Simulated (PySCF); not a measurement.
Energies from PySCF (xtb for GFN2), thermal terms from the rigid-rotor harmonic-oscillator model, ideal gas at 1 bar. The comparison is the NASA 1993 polynomial table, which mixes measured and estimated data. All species are closed-shell singlets. The harmonic model lacks anharmonicity and excited electronic states, which grow with temperature; levels with a mode under 35 cm⁻¹ are left out. The table's entry may be an old estimate for AlCl (not checked at source).

Harmonic frequencies at GFN2-xTB (cm⁻¹): 559. Point group C∞v; S°(298 K) = 226.3 J/mol/K at this level.

### Question
Work out Cp and S° of gaseous AlCl at 500, 800, 1200, 1600, 2000 K from these, and set them beside the table.

### Answer
| T (K) | Cp GFN2-xTB | Cp table | S° GFN2-xTB | S° table |
|---|---|---|---|---|
| 500 | 35.8 | 36.5 | 244.4 | 246.4 |
| 800 | 36.7 | 37.3 | 261.4 | 263.7 |
| 1200 | 37.1 | 37.7 | 276.4 | 279.0 |
| 1600 | 37.2 | 38.0 | 287.1 | 289.9 |
| 2000 | 37.3 | 38.3 | 295.4 | 298.4 |
Units J/mol/K.
